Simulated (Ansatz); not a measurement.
Run this with Ansatz 0.2.0, Python API and show what comes out.

The script, `run_conformers.py`:
```python
"""Rank force-field conformers of C4H8N2 by single points."""

import ansatz
from rdkit import Chem
from rdkit.Chem import AllChem


def main() -> None:
    rd = Chem.AddHs(Chem.MolFromSmiles("C=NCC(C)=N"))
    ids = list(AllChem.EmbedMultipleConfs(rd, numConfs=20, randomSeed=547, pruneRmsThresh=0.4))
    field = [energy for _, energy in AllChem.MMFFOptimizeMoleculeConfs(rd)]
    distinct = {round(e, 2): i for i, e in zip(ids, field)}
    chosen = sorted(distinct.items())[:5]
    found = []
    for force_field, index in chosen:
        c4h8n2 = ansatz.Crystal.molecule()
        for atom, xyz in zip(rd.GetAtoms(), rd.GetConformer(index).GetPositions()):
            c4h8n2 = c4h8n2.atom(atom.GetSymbol(), xyz.round(5).tolist())
        job = (
            c4h8n2.calculation()
            .basis(gaussian="def2-SVP")
            .functional("pbe0")
        )
        found.append(job.run().report["free_energy_ev"])
    print("conformer   MMFF (kcal/mol)   this level (eV)")
    for (force_field, index), e in zip(chosen, found):
        print(f"{index:9d} {force_field - chosen[0][0]:17.2f} {(e - min(found)):17.3f}")


if __name__ == "__main__":
    main()
```

Output of `python run_conformers.py`:
```text
conformer   MMFF (kcal/mol)   this level (eV)
        3              0.00             0.000
        5              2.04             0.083
        4              3.79             0.092
```

The conformers keep their force-field geometries. Run time: 11 s on 1 thread of Arm Neoverse V2 (shared host), peak memory 0.35 GiB.
